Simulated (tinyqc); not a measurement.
Pariser-Parr-Pople SCF with singles CI, for the molecule c1cocn1 (SMILES; centres numbered as the heavy atoms are written), step by step. Computed by tinyqc, a small Python program that keeps every step. Settings: charge = 0, gamma = MN, start = core, damping = 0.3, iteration cap = 81, excitations kept = 6. Command: `OMP_NUM_THREADS=1 python tinyqc.py 25455 25456 out.jsonl` (the two numbers bound the seeds that draw the settings). One thread of a shared host (Intel(R) Xeon(R) Processor @ 2.60GHz), about 0.01 s of CPU time with the checks. Later iterations appear only in the table of the cycle.

## PPP integrals

Centres (angstrom, eV; a flat drawing with bonds scaled to 1.40 angstrom):
```
centre         x         y  core charge z         W  gamma_rr
1C       1.19100   0.00000              1  11.16000  11.13000
2C       0.36800   1.13300              1  11.16000  11.13000
3O      -0.96300   0.70000              2  33.00000  21.50000
4C      -0.96300  -0.70000              1  11.16000  11.13000
5N       0.36800  -1.13300              1  14.10000  12.30000
```

Resonance integrals (eV):
```
i  j      beta
1  2  -2.39000
2  3  -2.24000
3  4  -2.24000
4  5  -2.51000
5  1  -2.51000
```

Mataga-Nishimoto: gamma = 14.399645/(R + a), a = 2 x 14.399645/(gamma_rr + gamma_ss); H_rr = -W_r - sum_(s != r) z_s gamma_rs; H_rs = beta for bonds.

repulsion gamma_rs (eV), lower triangle:
```
          1C        2C        3O        4C        5N
1C  11.13000
2C   5.34482  11.13000
3O   4.57496   6.30937  21.50000
4C   4.04637   4.04594   6.30844  11.13000
5N   5.47614   4.11988   4.61924   5.47760  12.30000
```

core matrix H (eV), lower triangle:
```
           1C         2C         3O         4C         5N
1C  -35.17725
2C   -2.39000  -37.28938
3O    0.00000   -2.24000  -54.81201
4C    0.00000    0.00000   -2.24000  -37.34678
5N   -2.51000    0.00000    0.00000   -2.51000  -38.41209
```

## Starting guess

pi electrons, sum of z_r less the charge = 6

Orbitals of the core matrix H.

P at the start, lower triangle:
```
          1C        2C        3O       4C       5N
1C   0.69192
2C   0.81843   1.28570
3O  -0.08807   0.13552   1.96209
4C  -0.01871  -0.47768   0.19335  0.81542
5N   0.47660   0.04472  -0.10427  0.83667  1.24487
```

## Iteration 1: Fock matrix

F_rr = H_rr + P_rr gamma_rr / 2 + sum_(s != r) P_ss gamma_rs; F_rs = H_rs - P_rs gamma_rs / 2; E = tr P (H + F) / 2 + core repulsion sum_(r<s) z_r z_s gamma_rs.

F (eV), lower triangle:
```
          1C        2C         3O        4C        5N
1C  -5.36182
2C  -4.57719  -5.62885
3O   0.20146  -2.66752  -11.54768
4C   0.03785   0.96633   -2.84986  -5.61073
5N  -3.81496  -0.09211    0.24083  -4.80148  -8.14026
```

pi energy = -98.06442 eV

## Iteration 1: orbitals and new P

Diagonalise F (the basis is taken as orthonormal) and form P = 2 sum c c over the lowest orbitals; 0.3 of the old P is kept.

orbital energies (eV): -14.61753  -11.61416  -9.57350  -0.90278  0.41862

P after iteration 1, lower triangle:
```
          1C        2C        3O       4C       5N
1C   0.90135
2C   0.83156   1.11975
3O  -0.14480   0.28920   1.84303
4C  -0.10734  -0.42889   0.35050  0.86803
5N   0.49250  -0.03215  -0.17722  0.80479  1.26784
```

## Iteration 2: Fock matrix

As before.

F (eV), lower triangle:
```
          1C        2C         3O        4C        5N
1C  -5.28935
2C  -4.61227  -5.87671
3O   0.33123  -3.15234  -12.47850
4C   0.21717   0.86762   -3.34554  -5.76720
5N  -3.85850   0.06623    0.40931  -4.71415  -7.79761
```

pi energy = -99.09318 eV

## Iteration 2: orbitals and new P

As before.

orbital energies (eV): -15.31628  -11.94064  -9.75451  -0.85513  0.65717

P after iteration 2, lower triangle:
```
          1C        2C        3O       4C       5N
1C   0.96688
2C   0.82667   1.08137
3O  -0.17219   0.35628   1.78095
4C  -0.13533  -0.41057   0.41816  0.90306
5N   0.50777  -0.06123  -0.20803  0.78791  1.26774
```

## Convergence

Stop when output and input P, before any damping, agree to 1e-7.

Course of the cycle:
```
iteration       E (eV)  largest |P(out) - P(in)|
1          -98.0644246                  2.99e-01
2          -99.0931756                  9.67e-02
3          -99.4823308                  4.28e-02
4          -99.6148030                  1.99e-02
5          -99.6578112                  9.12e-03
6          -99.6714880                  4.20e-03
7          -99.6758055                  2.46e-03
8          -99.6771684                  1.50e-03
9          -99.6776006                  9.20e-04
10         -99.6777386                  5.63e-04
11         -99.6777831                  3.45e-04
...                ...                       ...
18         -99.6778048                  1.12e-05
19         -99.6778048                  6.89e-06
20         -99.6778048                  4.23e-06
21         -99.6778048                  2.59e-06
22         -99.6778048                  1.59e-06
23         -99.6778048                  9.76e-07
24         -99.6778048                  5.99e-07
25         -99.6778048                  3.68e-07
26         -99.6778048                  2.25e-07
27         -99.6778048                  1.38e-07
28         -99.6778048                  8.49e-08
```

Converged in 28 iterations.

## Converged orbitals

Charges are z - P_rr.

orbital energies (eV): -16.06296  -12.08987  -9.82957  -0.85576  0.74715

coefficients:
```
        MO1       MO2       MO3       MO4       MO5
1C  0.18452   0.46631   0.49592  -0.18466   0.68445
2C  0.33655   0.03860   0.65225   0.50401  -0.45364
3O  0.81246  -0.44281  -0.07973  -0.36851   0.04100
4C  0.37147   0.24634  -0.52091   0.66790   0.28965
5N  0.23370   0.72408  -0.22569  -0.36053  -0.49007
```

pi charges: 1C 0.00513, 2C -0.08036, 3O 0.27496, 4C 0.05997, 5N -0.25970

## Singles CI, singlets

Over the 6 single excitations with the smallest orbital gaps: A = (e_a - e_i) delta + 2 (ia|jb) - (ij|ab), with (pq|rs) = sum c_mp c_mq gamma_mn c_nr c_ns. f = 2/3 w |mu|^2 in atomic units, mu = sqrt2 sum c_ia sum_m c_mi c_ma R_m.

singlet CI matrix (eV), lower triangle:
```
          3>4       3>5       2>4      2>5       1>4       1>5
3>4   5.83886
3>5  -0.21395   7.26672
2>4  -0.15433  -0.88617   7.58092
2>5   0.18990   0.10141   0.23794  8.98771
1>4  -0.12926  -0.01506  -0.03862  0.06539  10.96368
1>5  -0.34758   0.11786   0.15499  0.34927  -0.03993  12.11873
```

singlet excitation energies (eV): 5.71225  6.58960  8.30417  8.99760  10.96861  12.18438

oscillator strengths: 0.31441  0.08078  1.00693  0.31325  0.02340  0.03144

## Singles CI, triplets

Over the 6 single excitations with the smallest orbital gaps: A = (e_a - e_i) delta - (ij|ab), with (pq|rs) = sum c_mp c_mq gamma_mn c_nr c_ns.

triplet CI matrix (eV), lower triangle:
```
         3>4       3>5       2>4       2>5      1>4       1>5
3>4  2.69295
3>5  0.49382   4.27143
2>4  0.38318   0.72927   5.01575
2>5  0.72927  -0.42266  -0.62875   6.20418
1>4  0.51681   0.85105   0.70797  -0.41039  7.61135
1>5  0.85105  -0.41924  -0.41039  -0.53830  0.13795  11.40497
```

triplet excitation energies (eV): 2.20367  3.81106  4.93189  6.36272  8.32295  11.56832
